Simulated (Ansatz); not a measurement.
# CHMg (doublet): from Hartree-Fock to the top rungs at distance Mg2–H3 = 5.697 Å, 6-31G

How much of the correlation energy of CHMg (doublet) does each wave-function method recover here?

Computed with Ansatz 0.2.0, Gaussian basis. Level: 6-31G, core rule «outside noble gas», up to 6 orbitals frozen.

Plan: UHF; CCSD(T) on ROHF; CCSD(T) on UHF; BCCD(T) on ROHF; CISD as a restricted active space (open shells left free, so some higher excitations enter); CCSDT(Q) on ROHF; CCSDT(Q) on UHF; CISDTQ; CCSDTQ on ROHF; CCSDTQ on UHF; CASSCF and MRCISD+Q, 3 electrons in 3 orbitals; CASSCF and NEVPT2, 3 electrons in 3 orbitals; CASSCF and MRCISD+Q, 7 electrons in 9 orbitals; CASSCF and NEVPT2, 7 electrons in 9 orbitals; Full CI; Full CI in the symmetry of the determinant.

18 further runs of the same task are left out: 5 for a known fault of the program, 10 that didn't finish, 3 set aside as unsound or not needed. Runs told in other sessions of the task aren't counted.

## (1) What is computed

The geometry derives from a PBE0/def2-TZVP stationary point (not a proven minimum). One bond is set to the value named and the two fragments are kept rigid.

3 atoms, charge 0, spin multiplicity 2.

Atoms are counted from 1 here; the program's logs count them from 0.

Bond lengths: C1–Mg2 2.097 Å.

Geometry (Å):

```
C     0.0000    0.0000   -3.2969
Mg    0.0000    0.0000   -1.2000
H     0.0000    0.0000    4.4970
```

## (2) UHF

Contents of in.yaml:

```yaml
crystal:
  periodic: [false, false, false]
  atoms:
    - {symbol: C, position_ang: [0.000000, 0.000000, -3.296947]}
    - {symbol: Mg, position_ang: [0.000000, 0.000000, -1.200026]}
    - {symbol: H, position_ang: [0.000000, 0.000000, 4.496974]}
basis:
  gaussian: {orbitals: 6-31G}
magnetization: {spin_polarized: true, initial_magnetization: 1}
hamiltonian: {xc: hf}
output: {orbitals: {seedname: orbitals}}
```

On the command line:

```sh
$ ansatz run in.yaml --threads 1 --pin off --events-out ev --progress --plain --max-ram 2393MiB
```

Further steps of the session: CCSD(T) on ROHF; CCSD(T) on UHF; BCCD(T) on ROHF; CISD as a restricted active space (open shells left free, so some higher excitations enter); CCSDT(Q) on ROHF; CCSDT(Q) on UHF; CISDTQ; CCSDTQ on ROHF; CCSDTQ on UHF; CASSCF and MRCISD+Q, 3 electrons in 3 orbitals; CASSCF and NEVPT2, 3 electrons in 3 orbitals; CASSCF and MRCISD+Q, 7 electrons in 9 orbitals; CASSCF and NEVPT2, 7 electrons in 9 orbitals; Full CI; Full CI in the symmetry of the determinant.

**Question.** What will the summary of the whole plan be? Wanted: FCI from the RHF energy; UMP2 from FCI; UCCSD(T) from FCI; UCCSDT(Q) from FCI; NEVPT2 valence from FCI; MRCISD+Q valence from FCI; T1 diagnostic; effectively unpaired electrons.

As calculated:

| quantity | value |
| --- | --- |
| FCI from the ROHF energy | -5.3600 eV |
| UMP2 from FCI | +586.9 meV |
| UCCSD(T) from FCI | +65.6 meV |
| UCCSDT(Q) from FCI | -0.6 meV |
| NEVPT2 valence from FCI | +205.2 meV |
| MRCISD+Q valence from FCI | +45.3 meV |
| levels within 1 kcal/mol (43 meV) | UCCSDT, UCCSDT(Q), UCCSDTQ |
| T1 diagnostic | 0.085 |
| effectively unpaired electrons | 3.85 |

UCCSD(T) misses by +65.6 meV, 1.2 % of the correlation energy. With 3.9 effectively unpaired electrons against 1 the state is strongly multireference. Coupled cluster on one determinant still stays close here. Of the multireference levels listed MRCISD+Q valence comes nearest in total energy (+45.3 meV), which doesn't show that its space is the better one. The lowest state has another symmetry than the determinant, whose own symmetry lies 1.44 eV higher, so single-reference misses include that gap. These misses are within one basis, not against nature; the frozen cores of restricted and unrestricted runs differ, which can shift their rows.

Levels on UHF freeze UHF's core orbitals, full CI those of ROHF, so the U rows can settle a little off it for that reason alone.

The restricted and unrestricted ladders end 1.44 eV apart at CCSDT(Q), which points to two states or an unsound top rung; rows of one don't measure the error of the other.

With open shells the CI space here admits some higher excitations, so it is larger than plain CISD.
